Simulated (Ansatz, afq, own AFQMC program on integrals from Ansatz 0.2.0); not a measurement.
**Atomization energy of ZrCl, quartet, worked out**

```yaml
atoms:
  - { symbol: Zr, position_ang: [0.0000, 0.0000, 0.0000] }
  - { symbol: Cl, position_ang: [0.0000, 0.0000, 2.3446] }
```

Basis def2-TZVP with its core potentials. Only valence electrons are correlated. Ansatz 0.2.0 and our own AFQMC program on the same integrals; the CISD trial comes from CCSD amplitudes, and released means the phaseless constraint is let go. ± is one standard error of the sampling. No spin–orbit coupling. The metal's outer-core s and p shells are frozen, which shifts wave-function levels against functionals.

Total energies in eV. CBS is CCSD(T) at the limit of def2-TZVPP/QZVPP (extrapolated itself); the highest rung of each member is named.

Cautions: no spin-orbit coupling; outer-core shells of the metal frozen; ZrCl (quartet): lower spins were not checked, higher spins were not checked, the released energies have errors that jump between times, so the bars are unsure, so no released level is given (meV from the phaseless value at times in 1/Eh: -5 ± 3 at 0.60, -10 ± 4 at 1.20, -9 ± 5 at 2.00, -11 ± 8 at 3.00, -30 ± 14 at 4.20), though the last usable value meets CCSDT(Q) within the noise, the ph-AFQMC/CISD walk drifts between its halves (2.8 errors); Zr (triplet): its ph-AFQMC/CISD value lies 26.1 ± 1.5 meV above full CI.

```tsv
member	count	CCSD(T)/def2-TZVP	highest rung in def2-TZVP	which	CCSD(T)/CBS
Zr (triplet)	+1	-1265.2559	-1265.2893	FCI	-1265.5605
Cl (doublet)	+1	-12508.0402	-12508.0635	CCSDTQ	-12509.3582
ZrCl, quartet	-1	-13777.6461	-13777.6798	CCSDT(Q)	-13779.5354
```

Q: Work out the best estimate of the atomization energy: the CCSD(T)/CBS difference plus the step from CCSD(T) to the highest rung.

A: Sums with the counts: CCSD(T)/CBS 4.6167 eV, highest rung 4.3270 eV, CCSD(T)/def2-TZVP 4.3500 eV. The step is 4.3270 − 4.3500 = -0.0230 eV, so the best estimate is 4.6167 + (-0.0230) = 4.5937 eV = 105.9 kcal/mol. The basis set is worth 0.267 eV of it. Zero-point, core-correlation and spin–orbit terms aren't in it. Past Ne the Hartree–Fock part of each CBS total tends to overshoot, since the cores don't follow the formula; that largely cancels in the difference.

Best estimates are given only where the step beyond CCSD(T) is under 0.3 eV and no member's determinant is very poor (T1 over 0.05, or 0.07 for open shells, ⟨S²⟩ too high by 0.3, two states mixed), so the hardest cases are missing from such tables.

CCSDT and higher add their correlation energy to the determinant of the CCSD(T) run, since their own runs factorise the integrals more tightly (a shift of under 2 meV). Each member of a difference takes its own highest rung, so a best estimate needn't equal the limit plus the step of one row. The exponents were fitted on light atoms, and def2 sets of heavy atoms don't grow evenly, so the limit is rough here.
